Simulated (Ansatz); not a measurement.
## Worked example: correlation energy of HN–NH⁺, quartet

Geometry: that of the HN–NH, triplet, kept fixed.

```tsv
atom	x (Å)	y (Å)	z (Å)
N	0.0000	-0.1683	0.6052
N	0.0000	0.1683	-0.6052
H	0.0000	0.5334	1.3366
H	0.0000	-0.5334	-1.3366
```

Basis cc-pVTZ; Ansatz 0.2.0. Only valence electrons are correlated (noble-gas cores frozen), which leaves 11 electrons in 86 orbitals. R marks a restricted (for open shells ROHF) determinant, U an unrestricted one.

Full CI isn't at hand for all of this; UCCSDT(Q) serves as the reference, and is uncertain by the last step of the cluster series or more.

UCCSD has a T1 diagnostic of 0.012 and a largest doubles amplitude of 0.04.

Runs differ by some tens of microhartree through their thresholds and, for an open shell, their frozen cores, so steps under 0.03 kcal/mol mean nothing.

```
    level  total energy (hartree)
      UHF             -109.610190
     UMP2             -109.908604
    UCCSD             -109.935806
 UCCSD(T)             -109.946343
   UCCSDT             -109.947042
UCCSDT(Q)             -109.947511
```

Problem. What is the correlation energy at UCCSDT(Q), and what share of it do UMP2 and UCCSD(T) recover?

Solution. E(corr) = -109.947511 − (-109.610190) = -0.337321 hartree = -9.179 eV. UMP2: -0.298414 / -0.337321 = 88.47 %. UCCSD(T): -0.336153 / -0.337321 = 99.65 %.

Problem. By how many kcal/mol does UCCSD(T) miss UCCSDT(Q) (1 hartree = 627.509 kcal/mol), and which steps make up the rest?

Solution. -109.946343 − (-109.947511) = 0.001168 hartree = 0.73 kcal/mol. Steps: UCCSDT − UCCSD(T) = -0.44, UCCSDT(Q) − UCCSDT = -0.29 kcal/mol. That is within 1 kcal/mol of the reference in this basis, which itself misses far more of the correlation at the basis-set limit.
